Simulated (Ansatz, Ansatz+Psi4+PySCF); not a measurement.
```yaml
atoms:
  - { symbol: N, position_ang: [-0.0034, 0.0041, -1.2027] }
  - { symbol: N, position_ang: [0.0081, 0.0032, -0.0634] }
  - { symbol: O, position_ang: [0.0076, 0.0061, 1.1025] }
```

Basis set: cc-pVTZ (spherical functions). Left uncorrelated: 3 orbitals. Charge 0, multiplicity 1.

Computed with Ansatz (development build ahead of 0.2.0); each method stands on the lowest determinant of its kind that the runs found. Restricted open shells among the atoms or ions are ROHF, correlated in semicanonical orbitals with singles.

The atomization energy at this shape (free ground-state atoms in the same class of orbitals less the molecule, no zero-point energy) of singlet N2O:

```json
{"method": "RHF", "atomization energy": "3.99 eV"}
```

(1) What does RHF-MP2 give?

## Answers

(1) 12.12 eV.
